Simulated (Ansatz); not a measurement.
Consider the isomerisation: `C#CC(C)(C)C` → `C#CCCCC`.

Program: Ansatz. Geometries: PBE0-D4/def2-TZVP. ΔE: electronic, gas phase. CCSD(T)/CBS is the MP2 limit (def2-TZVPP, def2-QZVPP) plus CCSD(T) − MP2 in def2-TZVPP, frozen cores. Functionals use def2-TZVPP. B3LYP here is the variant with VWN-RPA as its local correlation; programs differ in this. HSE06 is defined as in plane-wave codes. One conformer a species, not always the lowest.

`C#CC(C)(C)C`:

Cartesian coordinates in Å:
```
C 2.298 0.839 -0.948
C 1.246 0.455 -0.514
C -0.036 -0.013 0.015
C -0.246 -1.473 -0.398
C -1.162 0.854 -0.556
C -0.020 0.097 1.543
H 3.230 1.179 -1.332
H -1.202 -1.835 -0.008
H 0.550 -2.107 -0.004
H -0.256 -1.573 -1.484
H -1.028 1.901 -0.276
H -2.126 0.513 -0.167
H -1.187 0.793 -1.645
H 0.133 1.131 1.857
H -0.974 -0.251 1.949
H 0.780 -0.511 1.969
```

`C#CCCCC`:

Cartesian coordinates in Å:
```
C 1.280 -1.783 -2.185
C 0.269 -1.403 -1.660
C -0.944 -0.918 -1.022
C -0.733 0.369 -0.222
C 0.215 0.203 0.952
C 0.422 1.495 1.723
H 2.172 -2.126 -2.652
H -1.705 -0.756 -1.792
H -1.335 -1.701 -0.362
H -1.710 0.711 0.138
H -0.356 1.147 -0.893
H 1.177 -0.170 0.585
H -0.176 -0.570 1.624
H 0.845 2.272 1.081
H -0.523 1.876 2.121
H 1.104 1.354 2.565
```

| level | ΔE (kcal/mol) | difference from CCSD(T)/CBS |
| --- | --- | --- |
| LDA (SPW92) | 1.9 | -0.8 |
| PBE-D4 | 1.4 | -1.3 |
| revPBE-D4 | 2.2 | -0.5 |
| BLYP-D4 | 1.9 | -0.8 |
| r2SCAN-D4 | 2.0 | -0.7 |
| B97M-V | 2.1 | -0.6 |
| PBE0-D4 | 1.4 | -1.3 |
| B3LYP-D4 | 1.6 | -1.1 |
| r2SCANh-D4 | 1.9 | -0.8 |
| r2SCAN0-D4 | 1.8 | -0.9 |
| HSE06-D4 | 1.3 | -1.4 |
| BHLYP-D4 | 1.5 | -1.2 |
| CAM-B3LYP-D4 | 1.6 | -1.1 |
| ωB97X-V | 1.9 | -0.8 |
| ωB97M-V | 2.2 | -0.5 |
| PBE-QIDH | 2.1 | -0.6 |
| PBE | 0.5 | -2.2 |
| revPBE | -0.2 | -2.9 |
| BLYP | -0.1 | -2.8 |
| B3LYP | 0.1 | -2.6 |
| r2SCANh | 1.7 | -1.0 |
| r2SCAN0 | 1.6 | -1.1 |
| HSE06 | 0.6 | -2.1 |
| BHLYP | 0.5 | -2.2 |
| CAM-B3LYP | 0.8 | -1.9 |
| LC-ωPBE | 1.0 | -1.7 |
| RPA@PBE/def2-TZVPP | 3.2 | 0.5 |
| HF/def2-SVP | 0.0 | -2.7 |
| MP2/def2-SVP | 3.9 | 1.2 |
| CCSD/def2-SVP | 2.5 | -0.2 |
| CCSD(T)/def2-SVP | 3.1 | 0.4 |
| MP2/def2-TZVPP | 4.1 | 1.4 |
| SCS-MP2/def2-TZVPP | 3.4 | 0.7 |
| CCSD/def2-TZVPP | 2.4 | -0.3 |
| CCSD(T)/def2-TZVPP | 3.0 | 0.3 |
| HF/def2-QZVPP | 0.1 | -2.6 |
| MP2/def2-QZVPP | 3.9 | 1.2 |
| HF/CBS(def2) | 0.1 | -2.6 |
| MP2/CBS(def2) | 3.8 | 1.1 |
| CCSD/CBS(def2) | 2.1 | -0.6 |
| CCSD(T)/CBS | 2.7 | 0 |

**Question.** What do rigid-rotor, harmonic-oscillator terms from PBE0-D4/def2-TZVP frequencies (298.15 K, 1 bar) make of the CCSD(T)/CBS value? (An estimate is asked.)

**Answer.** The calculation gave: ΔZPE = +0.8 kcal/mol, ΔH = +3.4 kcal/mol, ΔS = 18 J/(mol·K), ΔG = +2.1 kcal/mol.

Largest T1 diagnostic among the species: 0.010.

Leaving LDA and LC-ωPBE aside and taking each functional with its dispersion term where it has one, the values spread over 0.9 kcal/mol, from HSE06-D4 to revPBE-D4. LDA lies +1.4 kcal/mol from PBE without D4. The D4 term adds +1.5 kcal/mol with B3LYP and +0.8 kcal/mol with PBE0; it sums over pairs of atoms, weighted by their polarisabilities, and B3LYP, whose exchange is more repulsive, gets the larger term. In def2-TZVPP, CCSD(T) changes the Hartree–Fock value by +2.9 kcal/mol (the triples alone add +0.6 kcal/mol) and MP2 by +4.0 kcal/mol.
